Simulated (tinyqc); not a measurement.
LCCD on RHF in the sto-6g basis, for H2O, spin multiplicity 1, step by step (part 2 of 2). Computed by tinyqc, a small Python program that keeps every step (integrals from PySCF). Command: `OMP_NUM_THREADS=1 python tinyqc.py 28089 28090 out.jsonl` (the two numbers bound the seeds that draw the settings). One thread of a shared host (Intel(R) Xeon(R) Processor @ 2.60GHz), about 0.3 s of CPU time with the checks.

Geometry (angstrom):

| atom | x | y | z |
|---|---|---|---|
| O | 0.000000 | 0.000000 | 0.000000 |
| H | 0.000000 | 0.967000 | 0.644000 |
| H | 0.000000 | -0.967000 | 0.644000 |

## LCCD: convergence

E_corr = 1/4 sum <ij||ab> t_ij^ab; stop when the norm of the change is below 1e-8.

Course of the amplitude iterations:

| update | correlation energy (hartree) | norm of the change |
|---|---|---|
| 0 | -0.05517987 | - |
| 1 | -0.07192681 | 1.12e-01 |
| 2 | -0.07821470 | 5.02e-02 |
| 3 | -0.08091647 | 2.44e-02 |
| 4 | -0.08216410 | 1.23e-02 |
| 5 | -0.08276202 | 6.36e-03 |
| 6 | -0.08305483 | 3.42e-03 |
| 7 | -0.08320052 | 1.90e-03 |
| 8 | -0.08327406 | 1.10e-03 |
| 9 | -0.08331174 | 6.54e-04 |
| 10 | -0.08333137 | 3.97e-04 |
| 11 | -0.08334177 | 2.45e-04 |
| 12 | -0.08334738 | 1.53e-04 |
| 13 | -0.08335048 | 9.56e-05 |
| ... | ... | ... |
| 20 | -0.08335451 | 3.80e-06 |
| 21 | -0.08335456 | 2.40e-06 |
| 22 | -0.08335458 | 1.52e-06 |
| 23 | -0.08335460 | 9.59e-07 |
| 24 | -0.08335461 | 6.06e-07 |
| 25 | -0.08335462 | 3.83e-07 |
| 26 | -0.08335462 | 2.42e-07 |
| 27 | -0.08335463 | 1.53e-07 |
| 28 | -0.08335463 | 9.68e-08 |
| 29 | -0.08335463 | 6.12e-08 |
| 30 | -0.08335463 | 3.87e-08 |
| 31 | -0.08335463 | 2.44e-08 |
| 32 | -0.08335463 | 1.54e-08 |
| 33 | -0.08335463 | 9.76e-09 |

Converged amplitudes (spin orbitals 1a, 1b, ...; amplitudes related by a flip of all spins are not repeated; the 24 largest):

| from | to | t |
|---|---|---|
| 3a 3b | 7a 7b | -0.109691 |
| 4a 4b | 6a 6b | -0.100900 |
| 3a 4b | 6b 7a | 0.084033 |
| 3a 3b | 6a 6b | -0.076442 |
| 3a 4b | 6a 7b | -0.070208 |
| 4a 4b | 7a 7b | -0.058225 |
| 2a 4b | 6a 6b | -0.046536 |
| 2a 3b | 6a 7b | -0.034240 |
| 2a 2b | 6a 6b | -0.030328 |
| 5a 5b | 6a 6b | -0.027913 |
| 2a 3b | 6b 7a | 0.024050 |
| 2a 2b | 7a 7b | -0.021245 |
| 5a 5b | 7a 7b | -0.014116 |
| 3a 4a | 6a 7a | 0.013826 |
| 2a 3a | 6a 7a | -0.010190 |
| 2a 4b | 7a 7b | 0.003951 |
| 1a 2b | 7a 7b | -0.000774 |
| 1a 1b | 6a 6b | -0.000488 |
| 1a 1b | 7a 7b | -0.000369 |
| 1a 4b | 7a 7b | 0.000350 |
| 1a 3a | 6a 7a | 0.000341 |
| 1a 2b | 6a 6b | -0.000304 |
| 1a 3b | 6b 7a | 0.000218 |
| 1a 4b | 6a 6b | -0.000187 |

LCCD total energy = -75.70578848 hartree

Converged in 33 updates.
